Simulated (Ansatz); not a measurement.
AlMgH₂ (H-bridged), doublet: reading a ladder of total energies

Geometry: that of the AlMgH2 (H-bridged), quartet, kept fixed.

```xyz
4

Al    0.0000    0.0562    1.2209
Mg    0.0000   -0.0014   -1.4713
H     0.0000   -0.3272    2.7591
H     0.0000   -1.1428    0.0371
```

Basis 6-31G; Ansatz 0.2.0. Correlated methods freeze the noble-gas cores, which leaves 7 electrons in 20 orbitals. R marks a restricted (for open shells ROHF) determinant, U an unrestricted one. The metal's outer-core shells are frozen, which leaves out core–valence correlation.

Full CI is exact within this basis and frozen core; it isn't the basis-set limit. The frozen core follows each run's orbitals, which can shift R against U totals by a few meV.

Runs differ by some tens of microhartree through their thresholds and, for an open shell, their frozen cores, so steps under 0.1 kcal/mol mean nothing.

```csv
level,total energy (hartree)
UHF,-442.563882
UMP2,-442.610529
UCCSD,-442.632854
UCCSD(T),-442.634607
UCCSDT,-442.635514
UCCSDT(Q),-442.635624
full CI,-442.635651
```

**Question.** What is the correlation energy at full CI, and what share of it do UMP2 and UCCSD recover?

**Answer.** E(corr) = -442.635651 − (-442.563882) = -0.071769 hartree = -1.953 eV. UMP2: -0.046647 / -0.071769 = 65.00 %. UCCSD: -0.068972 / -0.071769 = 96.10 %.

**Question.** By how many kcal/mol does UCCSD(T) miss full CI (1 hartree = 627.509 kcal/mol), and which steps make up the rest?

**Answer.** -442.634607 − (-442.635651) = 0.001044 hartree = 0.66 kcal/mol. Steps: UCCSDT − UCCSD(T) = -0.57, UCCSDT(Q) − UCCSDT = -0.07, full CI − UCCSDT(Q) = -0.02 kcal/mol. That is within 1 kcal/mol of the reference in this basis, which itself misses far more of the correlation at the basis-set limit.
